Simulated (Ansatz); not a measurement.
Born–Oppenheimer molecular dynamics of C$_{4}$H$_{6}$ (10 atoms, charge 0, multiplicity 1). It starts at the highest image of a converged band, a first-order saddle point between two minima.

Method: Ansatz 0.2.0, RHF/def2-SVP.

```json
{
  "ensemble": "NVE (velocity Verlet)",
  "time step": "0.5 fs",
  "steps asked": "200",
  "starting velocities drawn for": "100 K",
  "seed": "2682"
}
```

First frame:

```xyz
10
Properties=species:S:1:pos:R:3
C -1.172 0.689 -1.020
C -0.494 0.387 0.076
C 0.776 -0.385 0.056
C 1.649 -0.620 1.115
H -0.840 0.369 -2.001
H -2.081 1.275 -0.980
H -0.845 0.720 1.047
H 1.098 -0.681 -0.943
H 1.165 -0.273 2.037
H 0.826 -1.533 0.616
```

**Question.** How far do the bonds stretch over the last three quarters of this one trajectory? (Pairs bonded in most of those frames.)

**Answer.** 
| bond | mean (Å) | spread (Å) | shortest | longest |
| --- | --- | --- | --- | --- |
| C1–C2 | 1.323 | 0.010 | 1.30 | 1.34 |
| C1–H5 | 1.088 | 0.023 | 1.05 | 1.12 |
| C1–H6 | 1.085 | 0.017 | 1.06 | 1.11 |
| C2–C3 | 1.512 | 0.015 | 1.48 | 1.54 |
| C2–H7 | 1.087 | 0.005 | 1.08 | 1.10 |
| C3–C4 | 1.477 | 0.022 | 1.44 | 1.51 |
| C3–H8 | 1.093 | 0.005 | 1.08 | 1.10 |
| C3–H10 | 1.117 | 0.014 | 1.09 | 1.15 |
| C4–H9 | 1.103 | 0.011 | 1.09 | 1.12 |

Mean temperature of the second half: 153 K. The conserved energy stayed within 0.11 meV per atom of its start (net change 0.048 meV per atom), so the integration is sound. The system heated up, since it started high on the potential surface and ran downhill. A run of 0.1 ps of so small a system gives no equilibrium averages. The orbitals stay closed-shell, which can raise the energy where a bond breaks towards radicals; this wasn't checked here.

Time of the run: 6.9 min on 1 thread of Intel(R) Xeon(R) Processor @ 2.70GHz (shared host), peak memory 0.15 GiB.
